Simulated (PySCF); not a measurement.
# PH₃: NMR shieldings

What do calculations give for the NMR shieldings of PH₃ (`P`)?

Computed with PySCF 2.14.0 and routines of our own; the level stands in each step. Atoms count from 0.

## 1. The starting structure

4 atoms, charge 0, multiplicity 1; geometry from: GFN2-xTB.

## 2. NMR shieldings: PBE/pcSseg-1, spin–orbit

The job: settings as JSON, then the geometry in Å.

```
{"job": {"xc": "PBE", "basis": {"default": "pcSseg-1"}, "rel": "so", "kind": "hnmr"}, "charge": 0, "multiplicity": 1}
P     -0.001477     0.003466     0.570380
H     -0.558658     1.008622    -0.205648
H      1.158342    -0.016325    -0.189555
H     -0.587973    -0.990990    -0.198030
```

Level: PBE/pcSseg-1 GIAO NMR shielding, X2C with spin-orbit coupling, screened-nuclear two-electron part, Gaussian nuclei, gas phase.

On the command line:

```sh
OMP_NUM_THREADS=1 python heavy_run.py task.json out
```

This one command runs all jobs of the session in turn.

Standard output:

```text
spin-free SCF
coarse grid: 3488 points
cycle   1  E = -343.6805785766  dE = -1.120e-01  |g| = 1.174e-01  |ddm| = 1.534e+00
cycle   2  E = -343.6813202326  dE = -7.417e-04  |g| = 1.276e-01  |ddm| = 5.031e-01
cycle   3  E = -343.6864757705  dE = -5.156e-03  |g| = 1.460e-02  |ddm| = 2.318e-01
cycle   4  E = -343.6865146000  dE = -3.883e-05  |g| = 2.634e-03  |ddm| = 1.542e-02
cycle   5  E = -343.6865169653  dE = -2.365e-06  |g| = 7.098e-04  |ddm| = 3.983e-03
final grid: 28048 points
cycle   6  E = -343.6943601117  dE = -6.886e-06  |g| = 1.054e-03  |ddm| = 1.204e-02
cycle   7  E = -343.6943602017  dE = -9.005e-08  |g| = 9.631e-04  |ddm| = 3.336e-03
cycle   8  E = -343.6943604361  dE = -2.344e-07  |g| = 9.808e-05  |ddm| = 1.557e-03
cycle   9  E = -343.6943604389  dE = -2.791e-09  |g| = 4.192e-05  |ddm| = 1.777e-04
converged SCF energy = -343.6943604389
two-component SCF
cycle   1  E = -343.6941522101  dE = -3.437e+02  |FDS-SDF| = 9.350e-02
cycle   2  E = -343.6944289824  dE = -2.768e-04  |FDS-SDF| = 4.136e-05
cycle   3  E = -343.6944289822  dE =  1.409e-10  |FDS-SDF| = 4.791e-05
converged, E = -343.6944289822

Field gradients (au) and densities at the nuclei (bohr^-3)
atom        Vxx        Vyy        Vzz        centre      nuclear mean
  0 P      0.5613     0.5617    -1.1230       1939.421       1939.393
  1 H     -0.0980    -0.1127     0.2107          0.364          0.364
  2 H     -0.0980    -0.1127     0.2107          0.364          0.364
  3 H     -0.0980    -0.1126     0.2106          0.364          0.364

Core orbital energies (eV)
atom   shell        mean    spread
  0 P  1s        -2081.827   0.000
  0 P  2s         -172.378   0.000
  0 P  3s          -16.241   0.000
  0 P  2p1/2      -123.544   0.000
  0 P  2p3/2      -122.655   0.090

Shielding tensors (ppm)
atom      isotropic    diamagn.    paramagn.     s11        s22        s33       span
  0 P       588.95      949.11     -360.16     540.14     613.33     613.38      73.24
  1 H        30.45       29.92        0.52      26.01      27.25      38.08      12.07
  2 H        30.45       29.92        0.53      26.01      27.25      38.08      12.07
  3 H        30.45       29.92        0.52      26.01      27.25      38.08      12.06
```

Run time: 2 s. Hardware: 1 thread of Arm Neoverse N1, shared host; peak memory 0.28 GiB.

In short:

```tsv
quantity	value
energy from spin-orbit coupling	-0.0001 Eh
```

## 3. NMR shieldings: PBE/pcSseg-1, spin-free

The job: settings as JSON, then the geometry in Å.

```
{"job": {"xc": "PBE", "basis": {"default": "pcSseg-1"}, "rel": "sf", "kind": "hnmr"}, "charge": 0, "multiplicity": 1}
P     -0.001477     0.003466     0.570380
H     -0.558658     1.008622    -0.205648
H      1.158342    -0.016325    -0.189555
H     -0.587973    -0.990990    -0.198030
```

With the program's defaults for keys left out, this is: PBE/pcSseg-1 GIAO NMR shielding, spin-free X2C, Gaussian nuclei, gas phase.

Standard output:

```text
spin-free SCF
coarse grid: 3488 points
cycle   1  E = -343.6805785766  dE = -1.120e-01  |g| = 1.174e-01  |ddm| = 1.534e+00
cycle   2  E = -343.6813202326  dE = -7.417e-04  |g| = 1.276e-01  |ddm| = 5.031e-01
cycle   3  E = -343.6864757705  dE = -5.156e-03  |g| = 1.460e-02  |ddm| = 2.318e-01
cycle   4  E = -343.6865146000  dE = -3.883e-05  |g| = 2.634e-03  |ddm| = 1.542e-02
cycle   5  E = -343.6865169653  dE = -2.365e-06  |g| = 7.098e-04  |ddm| = 3.983e-03
final grid: 28048 points
cycle   6  E = -343.6943601117  dE = -6.886e-06  |g| = 1.054e-03  |ddm| = 1.204e-02
cycle   7  E = -343.6943602017  dE = -9.005e-08  |g| = 9.631e-04  |ddm| = 3.336e-03
cycle   8  E = -343.6943604361  dE = -2.344e-07  |g| = 9.808e-05  |ddm| = 1.557e-03
cycle   9  E = -343.6943604389  dE = -2.791e-09  |g| = 4.192e-05  |ddm| = 1.777e-04
converged SCF energy = -343.6943604389
check of the scalar solution
cycle   1  E = -343.6943604389  dE = -3.437e+02  |FDS-SDF| = 4.192e-05
cycle   2  E = -343.6943604388  dE =  8.362e-11  |FDS-SDF| = 4.639e-05
converged, E = -343.6943604388

Field gradients (au) and densities at the nuclei (bohr^-3)
atom        Vxx        Vyy        Vzz        centre      nuclear mean
  0 P      0.5613     0.5617    -1.1230       1939.427       1939.400
  1 H     -0.0980    -0.1127     0.2107          0.364          0.364
  2 H     -0.0980    -0.1127     0.2107          0.364          0.364
  3 H     -0.0980    -0.1126     0.2106          0.364          0.364

Core orbital energies (eV)
atom   shell        mean    spread
  0 P  1s        -2081.825   0.000
  0 P  2s         -172.376   0.000
  0 P  3s          -16.241   0.000
  0 P  2p         -122.950   0.128

Shielding tensors (ppm)
atom      isotropic    diamagn.    paramagn.     s11        s22        s33       span
  0 P       600.14      961.52     -361.39     549.76     625.30     625.35      75.58
  1 H        30.25       29.93        0.31      25.85      26.79      38.10      12.25
  2 H        30.25       29.93        0.31      25.85      26.79      38.09      12.25
  3 H        30.24       29.93        0.31      25.85      26.79      38.09      12.25
```

Wall time 1.1 s (1 thread of Arm Neoverse N1, shared host); peak memory 0.28 GiB.

## 4. NMR shieldings: PBE/pcSseg-1 in water, spin–orbit

The job: settings as JSON, then the geometry in Å.

```
{"job": {"xc": "PBE", "basis": {"default": "pcSseg-1"}, "rel": "so", "solvent": "water", "kind": "hnmr"}, "charge": 0, "multiplicity": 1}
P     -0.001477     0.003466     0.570380
H     -0.558658     1.008622    -0.205648
H      1.158342    -0.016325    -0.189555
H     -0.587973    -0.990990    -0.198030
```

Level: PBE/pcSseg-1 GIAO NMR shielding, X2C with spin-orbit coupling, screened-nuclear two-electron part, Gaussian nuclei, IEF-PCM water.

Standard output:

```text
spin-free SCF
coarse grid: 3488 points
cycle   1  E = -343.6831807528  dE = -1.143e-01  |g| = 1.138e-01  |ddm| = 1.534e+00
cycle   2  E = -343.6846637074  dE = -1.483e-03  |g| = 1.143e-01  |ddm| = 4.381e-01
cycle   3  E = -343.6886970023  dE = -4.033e-03  |g| = 1.319e-02  |ddm| = 1.981e-01
cycle   4  E = -343.6887241588  dE = -2.716e-05  |g| = 1.587e-03  |ddm| = 1.204e-02
cycle   5  E = -343.6887249121  dE = -7.533e-07  |g| = 4.455e-04  |ddm| = 2.378e-03
final grid: 28048 points
cycle   6  E = -343.6965559804  dE = -6.764e-06  |g| = 1.168e-03  |ddm| = 1.189e-02
cycle   7  E = -343.6965559784  dE =  2.048e-09  |g| = 1.243e-03  |ddm| = 3.902e-03
cycle   8  E = -343.6965563737  dE = -3.953e-07  |g| = 5.343e-05  |ddm| = 1.846e-03
cycle   9  E = -343.6965563745  dE = -7.631e-10  |g| = 1.635e-05  |ddm| = 8.229e-05
converged SCF energy = -343.6965563745
two-component SCF
cycle   1  E = -343.6963480890  dE = -3.437e+02  |FDS-SDF| = 9.350e-02
cycle   2  E = -343.6966248263  dE = -2.767e-04  |FDS-SDF| = 2.213e-05
cycle   3  E = -343.6966248264  dE = -3.831e-11  |FDS-SDF| = 1.022e-05
converged, E = -343.6966248264

Field gradients (au) and densities at the nuclei (bohr^-3)
atom        Vxx        Vyy        Vzz        centre      nuclear mean
  0 P      0.5403     0.5408    -1.0810       1939.324       1939.296
  1 H     -0.0976    -0.1122     0.2098          0.362          0.362
  2 H     -0.0976    -0.1121     0.2097          0.362          0.362
  3 H     -0.0975    -0.1121     0.2096          0.361          0.361

Core orbital energies (eV)
atom   shell        mean    spread
  0 P  1s        -2081.628   0.000
  0 P  2s         -172.185   0.000
  0 P  3s          -15.996   0.000
  0 P  2p1/2      -123.349   0.000
  0 P  2p3/2      -122.462   0.086

Shielding tensors (ppm)
atom      isotropic    diamagn.    paramagn.     s11        s22        s33       span
  0 P       591.73      949.67     -357.94     540.31     617.43     617.46      77.15
  1 H        30.23       29.92        0.30      25.73      26.89      38.06      12.33
  2 H        30.22       29.92        0.30      25.72      26.89      38.06      12.33
  3 H        30.22       29.92        0.30      25.72      26.89      38.06      12.33
```

Run time: 2 s. Hardware: 1 thread of Arm Neoverse N1, shared host; peak memory 0.29 GiB.

From this job:

```tsv
quantity	value
energy from spin-orbit coupling	-0.0001 Eh
```

## 5. NMR shieldings: PBE/pcSseg-1 in water, spin-free

The job: settings as JSON, then the geometry in Å.

```
{"job": {"xc": "PBE", "basis": {"default": "pcSseg-1"}, "rel": "sf", "solvent": "water", "kind": "hnmr"}, "charge": 0, "multiplicity": 1}
P     -0.001477     0.003466     0.570380
H     -0.558658     1.008622    -0.205648
H      1.158342    -0.016325    -0.189555
H     -0.587973    -0.990990    -0.198030
```

With the program's defaults for keys left out, this is: PBE/pcSseg-1 GIAO NMR shielding, spin-free X2C, Gaussian nuclei, IEF-PCM water.

Standard output:

```text
spin-free SCF
coarse grid: 3488 points
cycle   1  E = -343.6831807528  dE = -1.143e-01  |g| = 1.138e-01  |ddm| = 1.534e+00
cycle   2  E = -343.6846637074  dE = -1.483e-03  |g| = 1.143e-01  |ddm| = 4.381e-01
cycle   3  E = -343.6886970023  dE = -4.033e-03  |g| = 1.319e-02  |ddm| = 1.981e-01
cycle   4  E = -343.6887241588  dE = -2.716e-05  |g| = 1.587e-03  |ddm| = 1.204e-02
cycle   5  E = -343.6887249121  dE = -7.533e-07  |g| = 4.455e-04  |ddm| = 2.378e-03
final grid: 28048 points
cycle   6  E = -343.6965559804  dE = -6.764e-06  |g| = 1.168e-03  |ddm| = 1.189e-02
cycle   7  E = -343.6965559784  dE =  2.048e-09  |g| = 1.243e-03  |ddm| = 3.902e-03
cycle   8  E = -343.6965563737  dE = -3.953e-07  |g| = 5.343e-05  |ddm| = 1.846e-03
cycle   9  E = -343.6965563745  dE = -7.631e-10  |g| = 1.635e-05  |ddm| = 8.229e-05
converged SCF energy = -343.6965563745
check of the scalar solution
cycle   1  E = -343.6965563745  dE = -3.437e+02  |FDS-SDF| = 1.635e-05
cycle   2  E = -343.6965563745  dE = -5.588e-11  |FDS-SDF| = 1.051e-05
converged, E = -343.6965563745

Field gradients (au) and densities at the nuclei (bohr^-3)
atom        Vxx        Vyy        Vzz        centre      nuclear mean
  0 P      0.5403     0.5408    -1.0811       1939.330       1939.302
  1 H     -0.0976    -0.1122     0.2098          0.362          0.362
  2 H     -0.0976    -0.1121     0.2097          0.362          0.362
  3 H     -0.0975    -0.1121     0.2096          0.361          0.361

Core orbital energies (eV)
atom   shell        mean    spread
  0 P  1s        -2081.628   0.000
  0 P  2s         -172.185   0.000
  0 P  3s          -15.996   0.000
  0 P  2p         -122.757   0.123

Shielding tensors (ppm)
atom      isotropic    diamagn.    paramagn.     s11        s22        s33       span
  0 P       602.90      962.06     -359.17     550.03     629.32     629.35      79.32
  1 H        30.02       29.93        0.09      25.55      26.44      38.07      12.52
  2 H        30.02       29.93        0.09      25.55      26.43      38.07      12.52
  3 H        30.02       29.93        0.09      25.55      26.43      38.07      12.52
```

Run time: 1.1 s. Hardware: 1 thread of Arm Neoverse N1, shared host; peak memory 0.29 GiB.

## 6. NMR shieldings: PBE/pcSseg-1 in dichloromethane, spin–orbit

The job: settings as JSON, then the geometry in Å.

```
{"job": {"xc": "PBE", "basis": {"default": "pcSseg-1"}, "rel": "so", "solvent": "dichloromethane", "kind": "hnmr"}, "charge": 0, "multiplicity": 1}
P     -0.001477     0.003466     0.570380
H     -0.558658     1.008622    -0.205648
H      1.158342    -0.016325    -0.189555
H     -0.587973    -0.990990    -0.198030
```

With the program's defaults for keys left out, this is: PBE/pcSseg-1 GIAO NMR shielding, X2C with spin-orbit coupling, screened-nuclear two-electron part, Gaussian nuclei, IEF-PCM dichloromethane.

Standard output:

```text
spin-free SCF
coarse grid: 3488 points
cycle   1  E = -343.6828064693  dE = -1.139e-01  |g| = 1.140e-01  |ddm| = 1.534e+00
cycle   2  E = -343.6841940905  dE = -1.388e-03  |g| = 1.157e-01  |ddm| = 4.450e-01
cycle   3  E = -343.6883381040  dE = -4.144e-03  |g| = 1.326e-02  |ddm| = 2.015e-01
cycle   4  E = -343.6883660408  dE = -2.794e-05  |g| = 1.677e-03  |ddm| = 1.223e-02
cycle   5  E = -343.6883669059  dE = -8.651e-07  |g| = 4.738e-04  |ddm| = 2.514e-03
final grid: 28048 points
cycle   6  E = -343.6961999955  dE = -6.783e-06  |g| = 1.151e-03  |ddm| = 1.192e-02
cycle   7  E = -343.6961999968  dE = -1.269e-09  |g| = 1.216e-03  |ddm| = 3.849e-03
cycle   8  E = -343.6962003752  dE = -3.785e-07  |g| = 5.792e-05  |ddm| = 1.828e-03
cycle   9  E = -343.6962003761  dE = -9.163e-10  |g| = 1.911e-05  |ddm| = 8.674e-05
converged SCF energy = -343.6962003761
two-component SCF
cycle   1  E = -343.6959921002  dE = -3.437e+02  |FDS-SDF| = 9.350e-02
cycle   2  E = -343.6962688434  dE = -2.767e-04  |FDS-SDF| = 2.196e-05
cycle   3  E = -343.6962688434  dE = -4.519e-11  |FDS-SDF| = 1.033e-05
converged, E = -343.6962688434

Field gradients (au) and densities at the nuclei (bohr^-3)
atom        Vxx        Vyy        Vzz        centre      nuclear mean
  0 P      0.5439     0.5444    -1.0883       1939.340       1939.312
  1 H     -0.0977    -0.1123     0.2099          0.362          0.362
  2 H     -0.0977    -0.1122     0.2099          0.362          0.362
  3 H     -0.0976    -0.1122     0.2098          0.362          0.362

Core orbital energies (eV)
atom   shell        mean    spread
  0 P  1s        -2081.647   0.000
  0 P  2s         -172.203   0.000
  0 P  3s          -16.023   0.000
  0 P  2p1/2      -123.368   0.000
  0 P  2p3/2      -122.480   0.086

Shielding tensors (ppm)
atom      isotropic    diamagn.    paramagn.     s11        s22        s33       span
  0 P       591.26      949.57     -358.31     540.26     616.74     616.78      76.52
  1 H        30.26       29.93        0.34      25.78      26.95      38.06      12.29
  2 H        30.26       29.92        0.34      25.77      26.95      38.06      12.29
  3 H        30.26       29.92        0.34      25.77      26.95      38.06      12.29
```

Wall time 2 s (1 thread of Arm Neoverse N1, shared host); peak memory 0.29 GiB.

Key values:

```tsv
quantity	value
energy from spin-orbit coupling	-0.0001 Eh
```

## 7. NMR shieldings: PBE/pcSseg-1 in dichloromethane, spin-free

The job: settings as JSON, then the geometry in Å.

```
{"job": {"xc": "PBE", "basis": {"default": "pcSseg-1"}, "rel": "sf", "solvent": "dichloromethane", "kind": "hnmr"}, "charge": 0, "multiplicity": 1}
P     -0.001477     0.003466     0.570380
H     -0.558658     1.008622    -0.205648
H      1.158342    -0.016325    -0.189555
H     -0.587973    -0.990990    -0.198030
```

Level: PBE/pcSseg-1 GIAO NMR shielding, spin-free X2C, Gaussian nuclei, IEF-PCM dichloromethane.

Standard output:

```text
spin-free SCF
coarse grid: 3488 points
cycle   1  E = -343.6828064693  dE = -1.139e-01  |g| = 1.140e-01  |ddm| = 1.534e+00
cycle   2  E = -343.6841940905  dE = -1.388e-03  |g| = 1.157e-01  |ddm| = 4.450e-01
cycle   3  E = -343.6883381040  dE = -4.144e-03  |g| = 1.326e-02  |ddm| = 2.015e-01
cycle   4  E = -343.6883660408  dE = -2.794e-05  |g| = 1.677e-03  |ddm| = 1.223e-02
cycle   5  E = -343.6883669059  dE = -8.651e-07  |g| = 4.738e-04  |ddm| = 2.514e-03
final grid: 28048 points
cycle   6  E = -343.6961999955  dE = -6.783e-06  |g| = 1.151e-03  |ddm| = 1.192e-02
cycle   7  E = -343.6961999968  dE = -1.269e-09  |g| = 1.216e-03  |ddm| = 3.849e-03
cycle   8  E = -343.6962003752  dE = -3.785e-07  |g| = 5.792e-05  |ddm| = 1.828e-03
cycle   9  E = -343.6962003761  dE = -9.163e-10  |g| = 1.911e-05  |ddm| = 8.674e-05
converged SCF energy = -343.6962003761
check of the scalar solution
cycle   1  E = -343.6962003761  dE = -3.437e+02  |FDS-SDF| = 1.911e-05
cycle   2  E = -343.6962003762  dE = -6.730e-11  |FDS-SDF| = 1.337e-05
converged, E = -343.6962003762

Field gradients (au) and densities at the nuclei (bohr^-3)
atom        Vxx        Vyy        Vzz        centre      nuclear mean
  0 P      0.5440     0.5444    -1.0884       1939.346       1939.318
  1 H     -0.0977    -0.1123     0.2099          0.362          0.362
  2 H     -0.0977    -0.1122     0.2099          0.362          0.362
  3 H     -0.0976    -0.1122     0.2098          0.362          0.362

Core orbital energies (eV)
atom   shell        mean    spread
  0 P  1s        -2081.647   0.000
  0 P  2s         -172.203   0.000
  0 P  3s          -16.023   0.000
  0 P  2p         -122.776   0.124

Shielding tensors (ppm)
atom      isotropic    diamagn.    paramagn.     s11        s22        s33       span
  0 P       602.42      961.97     -359.55     549.96     628.64     628.67      78.71
  1 H        30.06       29.93        0.13      25.60      26.50      38.08      12.47
  2 H        30.06       29.93        0.13      25.60      26.50      38.08      12.47
  3 H        30.06       29.93        0.13      25.60      26.50      38.07      12.47
```

It took 1.1 s on 1 thread of Arm Neoverse N1, shared host; peak memory 0.29 GiB.

## 8. Shieldings side by side

```tsv
run	P0	H2	H1	H3	time
step 2, PBE/pcSseg-1, spin–orbit	588.9	30.4	30.4	30.4	2 s
step 3, PBE/pcSseg-1, spin-free	600.1	30.2	30.2	30.2	1.1 s
step 4, PBE/pcSseg-1 in water, spin–orbit	591.7	30.2	30.2	30.2	2 s
step 5, PBE/pcSseg-1 in water, spin-free	602.9	30.0	30.0	30.0	1.1 s
step 6, PBE/pcSseg-1 in dichloromethane, spin–orbit	591.3	30.3	30.3	30.3	2 s
step 7, PBE/pcSseg-1 in dichloromethane, spin-free	602.4	30.1	30.1	30.1	1.1 s
```

## 9. Outcome

```
                                                                             quantity                                    value
                   energy from spin-orbit coupling (step 2, PBE/pcSseg-1, spin–orbit)                               -0.0001 Eh
                                        shieldings (step 2, PBE/pcSseg-1, spin–orbit)  P0 588.9, H1 30.4, H2 30.4, H3 30.4 ppm
                                         shieldings (step 3, PBE/pcSseg-1, spin-free)  P0 600.1, H1 30.2, H2 30.2, H3 30.2 ppm
          energy from spin-orbit coupling (step 4, PBE/pcSseg-1 in water, spin–orbit)                               -0.0001 Eh
                               shieldings (step 4, PBE/pcSseg-1 in water, spin–orbit)  P0 591.7, H1 30.2, H2 30.2, H3 30.2 ppm
                                shieldings (step 5, PBE/pcSseg-1 in water, spin-free)  P0 602.9, H1 30.0, H2 30.0, H3 30.0 ppm
energy from spin-orbit coupling (step 6, PBE/pcSseg-1 in dichloromethane, spin–orbit)                               -0.0001 Eh
                     shieldings (step 6, PBE/pcSseg-1 in dichloromethane, spin–orbit)  P0 591.3, H1 30.3, H2 30.3, H3 30.3 ppm
                      shieldings (step 7, PBE/pcSseg-1 in dichloromethane, spin-free)  P0 602.4, H1 30.1, H2 30.1, H3 30.1 ppm
```

What this shows: In step 2, P0 has the widest tensor, 73 ppm. P0 moves most between the runs, by 14 ppm; the labels say what changes from run to run.
